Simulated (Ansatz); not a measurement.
C2H3NS can be A, `C1=NCS1`, or B, `CSC#N`.

Computed with Ansatz on PBE0-D4/def2-TZVP structures; ΔE is electronic, products minus reactants. CCSD(T)/CBS adds triple-zeta CCSD(T) − MP2 to the extrapolated MP2 energy (def2 sets, frozen cores). DFT in def2-TZVPP.

Problem. Which isomer does CCSD(T)/CBS put lower? Give the gap. (An estimate is asked.)

Solution. The calculation gave: B, by 17.2 kcal/mol.

Problem. Give E(B) − E(A) in kcal/mol with ωB97M-V, CCSD(T)/def2-TZVPP, r2SCAN-D4, B2PLYP, BLYP-D4, MP2/def2-TZVPP, PBE0-D4. (Best estimate.)

Solution. The calculation gave: ωB97M-V -16.9, CCSD(T)/def2-TZVPP -18.4, r2SCAN-D4 -15.8, B2PLYP -20.1, BLYP-D4 -19.6, MP2/def2-TZVPP -19.5, PBE0-D4 -13.2. None reverses the order clearly.

Problem. Does the order hold for the free energy at 298.15 K (harmonic terms from PBE0-D4)? (Estimate.)

Solution. Ansatz gave: Yes: G(B) − G(A) = -19.4 kcal/mol.

Largest T1 diagnostic: 0.014.

Leaving LDA and LC-ωPBE aside and taking each functional with its dispersion term where it has one, the values, not all of them listed here, spread over 7.0 kcal/mol, from B2PLYP to HSE06-D4. LDA lies +7.2 kcal/mol from PBE without D4. At CCSD(T), def2-SVP lies −2.5 kcal/mol from the extrapolated value and def2-TZVPP −1.2 kcal/mol.
